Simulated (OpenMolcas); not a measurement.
# UHF/STO-3G run of BF2 (SMILES F[B]F)

Wanted: a single-point energy of BF2. 

Program for the calculation: OpenMolcas 26.06.

## (1) The structure to begin with

The species is BF2 (3 atoms), meant as a doublet with charge 0. As SMILES, `F[B]F`. The coordinates come from a PBE0-D4/def2-TZVP relaxation.

Bond lengths: F1–B2 1.306 Å, B2–F3 1.306 Å. Angles: F1–B2–F3 121.1°.

## (2) The energy at UHF/STO-3G

File step1.inp:

```
* BF2 Hartree-Fock

&GATEWAY
  BasLib=$CurrDir
  Coord
  3
  bohr
  F      0.96961847    -1.97344099     0.30235618
  B      0.52723359     0.45447913     0.34260735
  F     -1.51726111     1.39631863    -0.67009688
  Basis=STO-3G
  Group=NoSym

&SEWARD

&SCF
  UHF
  Spin=2
  Scramble=0.25
  PrOrbitals=1 1
```

The basis set STO-3G is read from a file made from the Basis Set Exchange's data (not shown).

Run with:

```console
$ export MOLCAS_MEM=1860
$ pymolcas step1.inp > step1.log
```

The log of the run:

```text
--- Start Module: gateway ---

                                              &GATEWAY

                       available to each process: 1.9 GB of memory, 1 thread

 Basis Set     1 Label: F.STO-3G
 Basis set is read from library:.
 basistype.tbl is not found

 Basis Set     2 Label: B.STO-3G
 Basis set is read from library:.
 basistype.tbl is not found

 Basis Set     3 Label: F.STO-3G
 Basis set is read from library:.
 basistype.tbl is not found

++    Symmetry information:
      ---------------------

                    Character Table for C1

                             E
                    a        1  x, y, xy, Rz, z, xz, Ry, yz, Rx, I
--

++    Basis set information:
      ----------------------

      Basis set label: F.STO-3G.........

      Electronic valence basis set:
      ------------------
      Associated Effective Charge   9.000000 au
      Associated Actual Charge      9.000000 au
      Nuclear Model: Point charge

      Shell  nPrim  nBasis  Cartesian Spherical Contaminant
         s       6       2        X
         p       3       1        X

      Basis set label: B.STO-3G.........

      Electronic valence basis set:
      ------------------
      Associated Effective Charge   5.000000 au
      Associated Actual Charge      5.000000 au
      Nuclear Model: Point charge

      Shell  nPrim  nBasis  Cartesian Spherical Contaminant
         s       6       2        X
         p       3       1        X

      Basis set label: F.STO-3G.........

      Electronic valence basis set:
      ------------------
      Associated Effective Charge   9.000000 au
      Associated Actual Charge      9.000000 au
      Nuclear Model: Point charge

      Shell  nPrim  nBasis  Cartesian Spherical Contaminant
         s       6       2        X
         p       3       1        X
--

++    Molecular structure info:
      -------------------------

                    ************************************************
                    **** Cartesian Coordinates / bohr, angstrom ****
                    ************************************************

     Center  Label                x              y              z                     x              y              z
        1      F1               0.969618      -1.973441       0.302356              0.513100      -1.044300       0.160000
        2      B2               0.527234       0.454479       0.342607              0.279000       0.240500       0.181300
        3      F3              -1.517261       1.396319      -0.670097             -0.802900       0.738900      -0.354600

                    ***************************************
                    *    InterNuclear Distances / bohr    *
                    ***************************************

               1 F1            2 B2            3 F3
    1 F1       0.000000
    2 B2       2.468222        0.000000
    3 F3       4.299478        2.468317        0.000000

                    *******************************************
                    *    InterNuclear Distances / angstrom    *
                    *******************************************

               1 F1            2 B2            3 F3
    1 F1       0.000000
    2 B2       1.306127        0.000000
    3 F3       2.275186        1.306177        0.000000

                    **************************************
                    *    Valence Bond Angles / degree    *
                    **************************************
                          Atom centers                 Phi
                      1 F1       2 B2       3 F3       121.14
--

            Nuclear Potential Energy             55.30228435 au

--- Stop Module: gateway /rc=_RC_ALL_IS_WELL_ ---

--- Start Module: seward ---

                                              &SEWARD

                       available to each process: 1.9 GB of memory, 1 thread

               SEWARD will generate:
                  Multipole Moment integrals up to order  2
                  Kinetic Energy integrals
                  Nuclear Attraction integrals (point charge)
                  One-Electron Hamiltonian integrals
                  Velocity integrals
                  Orbital angular momentum around ( -0.0939  -0.1216  -0.0656 )
                  Velocity quadrupole around ( -0.0939  -0.1216  -0.0656 )
                  Two-Electron Repulsion integrals

                   Integrals are discarded if absolute value <: 1.00E-14
                   Integral cutoff threshold is set to       <: 1.00E-16

            Nuclear Potential Energy             55.30228435 au

      Basis set specifications :
      Symmetry species         a
      Basis functions           15

--- Stop Module: seward /rc=_RC_ALL_IS_WELL_ ---

--- Start Module: scf ---

                                                &SCF

                       available to each process: 1.9 GB of memory, 1 thread

++    Input section:
      --------------

      Header of the integral files:

      Cartesian coordinates in angstrom:
      -----------------------------------------------------
      No.  Label        X            Y            Z
      -----------------------------------------------------
       1   F1         0.51310000  -1.04430000   0.16000000
       2   B2         0.27900000   0.24050000   0.18130000
       3   F3        -0.80290000   0.73890000  -0.35460000
      -----------------------------------------------------
      Nuclear repulsion energy =   55.30228435
--

++    Orbital specifications:
      -----------------------

      Symmetry species               1
                                     a
      Frozen orbitals                0
      Occupied orbitals alpha       12
      Occupied orbitals beta        11
      Secondary orbitals alpha       3
      Secondary orbitals beta        4
      Deleted orbitals               0
      Total number of orbitals      15
      Number of basis functions     15
--

      Molecular charge                           0.000

++    Optimization specifications:
      ----------------------------

      SCF Algorithm: Conventional USCF
      D(i)-D(i-1) density differences are used
      Number of density matrices in core                 5
      Maximum number of NDDO SCF iterations            400
      Maximum number of HF SCF iterations              400
      Threshold for SCF energy change             1.00E-09
      Threshold for density matrix                1.00E-04
      Threshold for Fock matrix                   1.50E-04
      Threshold for linear dependence             1.00E-09
      Threshold at which DIIS is turned on        1.50E-01
      Maximum depth in the DIIS procedure                5
      Maximum depth in the BFGS Hessian update          30
      Threshold at which QNR/C2DIIS is turned on  7.50E-02
      Threshold for Norm(delta) (QNR/C2DIIS)      1.00E-03
      All orbitals punched on: UHFORB
--

      Input vectors read from INPORB
      Orbital file label: *Guess orbitals
      Start orbitals are scrambled in order to introduce symmetry breaking

++ Convergence information
                               UHF SCF        iterations: Energy and convergence statistics

Iter     Tot. SCF        One-elec.       Two-elec.     Energy      Max Dij or  Max Fij      DNorm      TNorm      AccCon     Time
         Energy          Energy          Energy        Change      Delta Norm                                                in Sec.
   1  -220.201410333  -421.939897730   146.436203043   0.00E+00    4.67E-01*   2.05E-01*    7.19E+00   4.95E+01   None         0.
   2  -219.797987543  -418.002602545   142.902330648   4.03E-01*   4.85E-01*   3.32E-01*    3.61E+00   4.90E+01   EDIIS        0.
   3  -220.459337252  -419.352035204   143.590413597  -6.61E-01*   1.22E-01*   4.23E-02*    1.82E+00   4.91E+01   EDIIS        0.
   4  -220.474278422  -420.006230808   144.229668032  -1.49E-02*   5.68E-02*   1.57E-02*    3.88E-01   4.92E+01   c2DIIS       0.
   5  -220.476755798  -419.883833892   144.104793739  -2.48E-03*   5.49E-02*   1.24E-02*    1.69E-01   4.92E+01   QNRc2DIIS    0.
   6  -220.477620882  -419.911011782   144.131106545  -8.65E-04*   1.14E-01*   9.35E-03*    9.60E-02   4.92E+01   QNRc2DIIS    0.
   7  -220.478351820  -419.910523386   144.129887212  -7.31E-04*   1.51E-02*   2.69E-03*    1.98E-01   4.92E+01   QNRc2DIIS    0.
   8  -220.478401009  -419.915422894   144.134737530  -4.92E-05*   2.34E-02*   2.13E-03*    2.61E-02   4.92E+01   QNRc2DIIS    0.
   9  -220.478438500  -419.912903881   144.132181027  -3.75E-05*   1.41E-03*   2.87E-04*    4.06E-02   4.92E+01   QNRc2DIIS    0.
  10  -220.478439052  -419.912657437   144.131934031  -5.52E-07*   1.47E-03*   1.75E-04*    2.58E-03   4.92E+01   QNRc2DIIS    0.
  11  -220.478439363  -419.912454042   144.131730325  -3.11E-07*   1.77E-04    2.80E-05     2.94E-03   4.92E+01   QNRc2DIIS    0.
  12  -220.478439369  -419.912382929   144.131659205  -6.40E-09*   8.14E-05    1.29E-05     2.92E-04   4.92E+01   QNRc2DIIS    0.
  13  -220.478439370  -419.912393143   144.131669419  -8.83E-10    1.96E-05    3.04E-06     1.29E-04   4.92E+01   QNRc2DIIS    0.

       Convergence after  13 Iterations
--

 *****************************************************************************************************************************
 *                                             SCF/KS-DFT Program, Final results                                             *
 *                                                       Final Results                                                       *
 *****************************************************************************************************************************

::    Total SCF energy                               -220.4784393701
      One-electron energy                            -419.9123931433
      Two-electron energy                             144.1316694190
      Nuclear repulsion energy                         55.3022843542
      Kinetic energy (interpolated)                   218.5287125228
      Virial theorem                                    1.0089220626
      Total spin, S(S+1)                                0.7535760875
      Total spin, S                                     0.5017864480
      Max non-diagonal density matrix element           0.0000099004
      Max non-diagonal Fock matrix element              0.0000023880

      All orbitals with orbital energies smaller than  E(LUMO)+0.5 are printed

++    Molecular orbitals:
      -------------------

      Title: UHF orbitals (alpha)

      Molecular orbitals for symmetry species 1: a

          Orbital            1         2         3         4         5         6         7         8         9        10
          Energy          -25.9598  -25.9597   -7.4568   -1.5383   -1.5051   -0.6676   -0.6020   -0.5940   -0.5619   -0.4803
          Occ. No.          1.0000    1.0000    1.0000    1.0000    1.0000    1.0000    1.0000    1.0000    1.0000    1.0000

          Orbital           11        12        13        14        15
          Energy           -0.4640   -0.2766    0.3108    0.7213    0.7800
          Occ. No.          1.0000    1.0000    0.0000    0.0000    0.0000

--

      All orbitals with orbital energies smaller than  E(LUMO)+0.5 are printed

++    Molecular orbitals:
      -------------------

      Title: UHF orbitals (beta)

      Molecular orbitals for symmetry species 1: a

          Orbital            1         2         3         4         5         6         7         8         9        10
          Energy          -25.9570  -25.9569   -7.4241   -1.5243   -1.4919   -0.6476   -0.5634   -0.5568   -0.5173   -0.4736
          Occ. No.          1.0000    1.0000    1.0000    1.0000    1.0000    1.0000    1.0000    1.0000    1.0000    1.0000

          Orbital           11        12        13        14
          Energy           -0.4698    0.2974    0.3708    0.7387
          Occ. No.          1.0000    0.0000    0.0000    0.0000

--

++    Molecular charges:
      ------------------

      Mulliken charges per centre and basis function type
      ---------------------------------------------------

                            F1                      B2                      F3
                     alpha        beta       alpha        beta       alpha        beta
      1s           1.9658      1.9635      1.6774      1.2919      1.9658      1.9635
      2px          0.9458      0.9338      0.3984      0.1836      0.8381      0.7967
      2pz          0.9160      0.9203      0.2852      0.1663      0.8883      0.8851
      2py          0.7998      0.7568      0.3842      0.2092      0.9352      0.9291
      Total        4.6274      4.5745      2.7451      1.8510      4.6274      4.5745
      Total              9.2019                  4.5962                  9.2019

      Charge           -0.2019                  0.4038                 -0.2019

      Total electronic charge=   23.000000

      Total            charge=   -0.000000
--

++    Molecular orbitals:
      -------------------

      Title: Natural orbitals

      Molecular orbitals for symmetry species 1: a

          Orbital            1         2         3         4         5         6         7         8         9        10
          Energy          -25.9584  -25.9582   -7.4402   -1.5272   -1.4881   -0.6539   -0.5671   -0.4688   -0.5544   -0.5010
          Occ. No.          2.0000    2.0000    2.0000    2.0000    2.0000    2.0000    2.0000    2.0000    1.9997    1.9997

          Orbital           11        12        13        14        15
          Energy           -0.5588    0.0019    0.3403    0.8209    0.7292
          Occ. No.          1.9989    1.0000    0.0011    0.0003    0.0003

--

++    Molecular properties:
      ---------------------

      Charge (e):
                      =   -0.0000
      Dipole Moment (debye):
      Origin of the operator (angstrom)=   -0.0497   -0.0644   -0.0347
                   X=  3.0397E-01               Y=  2.8175E-01               Z=  1.9976E-01           Total=  4.6009E-01
      Quadrupole Moment (debye*angstrom):
      Origin of the operator (angstrom)=   -0.0497   -0.0644   -0.0347
                  XX= -1.3314E+01              XY=  1.0966E+00              XZ= -8.8940E-01              YY= -1.4258E+01
                  YZ=  2.7585E-01              ZZ= -1.1917E+01
      In traceless form (debye*angstrom)
                  XX= -2.2588E-01              XY=  1.6450E+00              XZ= -1.3341E+00              YY= -1.6432E+00
                  YZ=  4.1378E-01              ZZ=  1.8691E+00
--

--- Stop Module: scf /rc=_RC_ALL_IS_WELL_ ---

.##################.
.# Happy landing! #.
.##################.

    Timing: Wall=1.44 User=1.12 System=0.31
```

Wall time 1.6 s (1 thread of Arm Neoverse V1, shared host); peak memory 0.37 GiB.

## (3) Summary of results

At UHF/STO-3G:

| quantity | value |
| --- | --- |
| total energy | -220.47844 Eh |
| dipole moment | 0.46 D |
| HOMO energy (highest over α and β) | -7.53 eV |
| LUMO energy (lowest over α and β) | 8.09 eV |
| ⟨S²⟩ | 0.754 |
